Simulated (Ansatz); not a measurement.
Ansatz input

```yaml
crystal:
  lattice:
    - [-2.5367939014, 2.5367939014, 2.5367939014]
    - [2.5367939014, -2.5367939014, 2.5367939014]
    - [2.5367939014, 2.5367939014, -2.5367939014]
  atoms:
    - { symbol: Ba, position: [0.0, 0.0, 0.0] }
hamiltonian:
  xc: r2scan
  pseudopotentials:
    kind: paw
    azcp:
      Ba: "pseudopotentials/Ba.paw.azcp"
basis:
  ecutwfc: 500
  fft_grid_basis: typed
kpoints:
  mp_grid: { grid: [9, 9, 9], shift: [0, 0, 0] }
magnetization:
  spin_polarized: false
scf:
  occupations: { method: cold, width: 0.6 }
  lower_state_search: "off"
output:
  stress: true
```

Terminal output

```
Engine: ansatz 0.2.0, x86_64-unknown-linux-gnu
Pseudopotentials: kind: paw
Pseudopotential: Ba, paw, valence charge 10, recommended cutoff 500 eV (meta_gga) 
Functional definition: r2SCAN
  parameter k0 = 0.174
  parameter k1 = 0.065
  parameter a1 = 4.9479
  exchange = r2scan_x(k0 = k0, k1 = k1, a1 = a1)
  correlation = r2scan_c
Crystal: 1 atoms, lattice volume = 65.300 Å³
Basis set: ecut = 500 eV, 1601 PW (Γ), exchange–correlation on 144×144×144 points (64 copies of the dense FFT grid, shifted against one another)
Bands: 9, of which v1, the nominal top of the filled ones, is band 5 counted from 1 (4 counted from 0)
Symmetry: 48 space group operations
Space group: Im-3m (ITA 229), of the structure as read, at distance tolerance 4.0e-5 Å
k-points: 35 of 729
Non-local potential: Ba, projectors of the file, l = 0: 3, l = 1: 2, l = 2: 2, l = 3: 2
PAW form: soft (Blöchl's): semilocal exchange-correlation on the pseudo side does not see the compensation charge
PAW frozen core: Ba, regenerated for the run's functional (the file was generated under x = pbe(κ = 0.804, μ = 0.2195149727645171), c = pbe(β = 0.06672455060314922))
PAW one-centre angular grid: Ba, 302 points (default); XC on 160 Gauss nodes
Initial density: superposition of atomic densities (neutral atoms: chi_scale 0, normalization atom), corrected by the library's trained network
Initial wavefunctions: pseudopotential atomic-orbital guess
Functional: x = r2scan, c = r2scan; τ floored in thin density (d = 2e-4 eV/Å³)
SCF iter   1: F=—  HF=-5964.411682 eV  |F-HF|=—  |Δ(HF+E_count)|=         —  Δρ=2.84e-3  dr2=9.82e-3  dr2_τ=1.05e-3  ethr=1.77e-3  ⟨swp⟩=6.3  Hψ=2616  notcnv=0
SCF iter   2: F=—  HF=-5964.456115 eV  |F-HF|=—  |Δ(HF+E_count)|=   4.44e-2  S|Δr|=    0.00e0  Δρ=1.70e-3  dr2=3.75e-3  dr2_τ=1.50e-4  ethr=9.82e-5  ⟨swp⟩=2.1  Hψ=756  notcnv=0
SCF iter   3: F=—  HF=-5964.455437 eV  |F-HF|=—  |Δ(HF+E_count)|=   6.77e-4  S|Δr|=    0.00e0  Δρ=4.87e-4  dr2=3.61e-4  dr2_τ=1.34e-5  ethr=3.75e-5  ⟨swp⟩=2.4  Hψ=491  notcnv=0
SCF iter   4: F=—  HF=-5964.455615 eV  |F-HF|=—  |Δ(HF+E_count)|=   1.78e-4  S|Δr|=    0.00e0  Δρ=1.37e-4  dr2=1.87e-5  dr2_τ=2.10e-7  ethr=3.61e-6  ⟨swp⟩=2.4  Hψ=506  notcnv=0
SCF iter   5: F=—  HF=-5964.455614 eV  |F-HF|=—  |Δ(HF+E_count)|=   8.79e-7  S|Δr|=    0.00e0  Δρ=2.54e-5  dr2=4.87e-7  dr2_τ=4.67e-8  ethr=1.87e-7  ⟨swp⟩=2.2  Hψ=483  notcnv=0
SCF iter   6: F=-5964.455615 eV  HF=-5964.455615 eV  |F-HF|=4.09e-8  |Δ(HF+E_count)|=   6.18e-7  S|Δr|=    0.00e0  Δρ=8.44e-6  dr2=5.61e-8  dr2_τ=1.04e-9  ethr=1.00e-9  ⟨swp⟩=4.9  Hψ=1130  notcnv=0
SCF 1 converged in 6 iterations: F = -5964.455615 eV  dr2 = 5.61e-8
SCF converged after 6 iterations
Stability not checked: this state was not tested for a lower state beside it, because cold or Methfessel-Paxton smearing, or corrected tetrahedra, fill the levels in a way that the test cannot read (fill_not_monotonic; see scf.lower_state_search)
Free energy (F): -5964.455615 eV
Harris-Foulkes:  -5964.455615 eV  (|F-HF|=4.09e-8)
Internal energy: -5964.417657 eV  (E = F + TS)
E sigma→0 (E₀):  -5964.442962 eV
Entropy (-TS):   -0.037957 eV (-37.957 meV/atom)
Fermi energy:    5.677861 eV
--- Per-component energies (eV) ---
  E_band       = -93.103168
  E_kinetic    = 166.170665
  E_local      = -384.659113  (includes V_loc(G=0)·N_el)
  E_nonlocal   = 55.797768
  E_hartree    = 121.153420
  E_xc         = -154.933733
  E_vxc        = -144.611751  (∫ρ·V_xc dr)
  E_paw        = -5251.581043  (= ΣΔE_a)
  E_vpaw       = -35.298245  (= ΣTr[D̂ρ^β])
  E_aug_tail   = -0.000001  (compensation charges beyond the density's cutoff)
  E_vtau       = 7.191027  (kinetic-family band-sum trace: ∫τ·v_τ [+ j·A + Jᵃ·Aᵃ] dr)
  E_ewald      = -516.436036
  E_core_change = 0.070416  (= ΣΔE_core)
  E_smearing   = -0.037957  (= −TS)
  E_closure    = 0.000000  (closes the sum)
  Σ components = -5964.455615   (vs F -5964.455615, Δ=0.00e0)
--- Stress (GPa, compression-positive) ---
        0.156953      -0.000000      -0.000000
       -0.000000       0.156953       0.000000
        0.000000       0.000000       0.156953
  P = ⅓ Tr σ = 0.1570 GPa (1.570 kbar)
```

Launched by

```sh
ansatz run input.yaml --threads 2 --pin off --max-ram 5120MiB --backend cpu --events-out ev --progress --plain --runs-dir out
```

On 2 threads of Intel(R) Xeon(R) Platinum 8375C CPU @ 2.90GHz (Ice Lake) (shared host) this took about 3 s of wall time and 4.9 s of CPU time, with 0.57 GiB at the peak.
